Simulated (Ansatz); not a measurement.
Gas-phase reaction in SMILES: F[As](F)F [trifluoroarsane] + 3 [H][H] (H2) → [AsH3] (AsH3) + 3 F (HF)

Property: energy of full hydrogenation (electronic), in kcal/mol. Set-up: no dispersion term unless named; six Cartesian d functions in 6-31G* and its kin unless marked 5d; no spin-orbit coupling; LANL2DZ with its own core potentials from Na on; non-relativistic. Ab initio and DFT rows: single points at B3LYP-D3(BJ) geometries (Ansatz, a first-principles code).

```
level                            program  energy of full hydrogenation (electronic) (kcal/mol)
-------------------------------  -------  ----------------------------------------------------
PBE/STO-3G                        Ansatz                                                  69.1
PBE/3-21G                         Ansatz                                                  85.4
PBE/LANL2DZ                       Ansatz                                                  11.6
PBE/6-31G*                        Ansatz                                                  43.6
PBE/def2-SVP                      Ansatz                                                  20.2
PBE/6-31G* with LANL2DZ past Ar   Ansatz                                                  35.0
PBE/def2-TZVPD                    Ansatz                                                  12.6
```

No value to compare with is used here. The 6 habitual levels span 11.6 (PBE/LANL2DZ) to 85.4 kcal/mol (PBE/3-21G); PBE/def2-TZVPD gives 12.6.

The sets are all those run for this method; left out are runs that failed, that the program found above a lower state of the same kind, or whose <S^2> lies over 0.5 above the pure value.
